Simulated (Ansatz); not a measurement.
Correlation energies of `C/C(F)=C(\C)F` by basis set

Z-matrix (Å, degrees):
```
C
C 1 1.479
H 1 1.094 2 110.2
H 1 1.094 2 110.1 3 -118.5
H 1 1.088 2 111.8 3 120.8
F 2 1.345 1 112.8 3 59.5
C 2 1.328 1 129.0 3 -120.5
C 7 1.479 2 128.9 1 0.0
F 7 1.345 2 118.2 1 -180.0
H 8 1.094 7 110.1 2 120.9
H 8 1.088 7 111.8 2 0.2
H 8 1.094 7 110.2 2 -120.6
```

Total charge 0; spin multiplicity 1. The geometry is a stationary point of PBE0-D4/def2-TZVP. It is a higher conformer; a search finds a lower one. Frozen core, restricted reference, the Gaussian-basis code of Ansatz. CBS rows extrapolate triple and quadruple zeta; past MP2 they add the triple-zeta difference.

| basis | HF (Eh) | MP2 corr. | CCSD corr. | (T) | CCSD(T) total |
| --- | --- | --- | --- | --- | --- |
| def2-TZVPP | -353.96180 | -1.15795 | ? | ? | ? |
| def2-QZVPP | -353.97769 | ? | – | – | – |
| CBS(def2) | -353.97988 | -1.31628 | ? | as TZ | ? |

Q: Fill in the withheld values. (An estimate is asked.)

A: Ansatz gave: def2-TZVPP CCSD corr.: -1.19320; def2-TZVPP (T): -0.04479; def2-TZVPP CCSD(T) total: -355.19979; def2-QZVPP MP2 corr.: -1.24890; CBS(def2) CCSD corr.: -1.35154; CBS(def2) CCSD(T) total: -355.37621.
